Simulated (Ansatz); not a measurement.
A made-up structure of CHOSi, doublet:

| atom | x (Å) | y (Å) | z (Å) |
| --- | --- | --- | --- |
| C1 | -0.8170 | 0.3060 | -0.6166 |
| Si2 | 0.4633 | -0.3088 | 0.3772 |
| O3 | 1.2535 | -1.3564 | 1.1271 |
| H4 | 1.8326 | -2.0942 | 1.3746 |

It is relaxed with PBE-D4/def2-SVP and then PBE0-D4/def2-TZVP (Ansatz 0.2.0). Atoms count as bonded within 1.22 times the sum of their covalent radii (H–H: 0.88 Å). The end point is not checked to be a true minimum.

(1) Does its bonding change? (A judgement: the text doesn't fix the answer.)

Results:

(1) The calculation gives: No: no bond forms or breaks.

Where it ends: The first stage lowers the energy by 0.55 eV in 9 steps. It ends as CHOSi ([C][Si][OH]):
```xyz
4
angstrom
C -0.5578 -0.2639 -0.6519
Si 0.5754 0.0858 0.7597
O 1.4222 -1.2128 1.2936
H 1.2925 -2.0624 0.8609
```

Labels in which every atom is bracketed show which atoms are joined, not bond orders.

For scale, one of the runs: PBE0-D4/def2-TZVP relaxation, 105 basis functions, launched by `ansatz run in.yaml --threads 2 --pin off --events-out ev --progress --plain --max-ram 4352MiB`. The run took about 55 s on 2 CPU threads of an Arm Neoverse V2 (shared host).
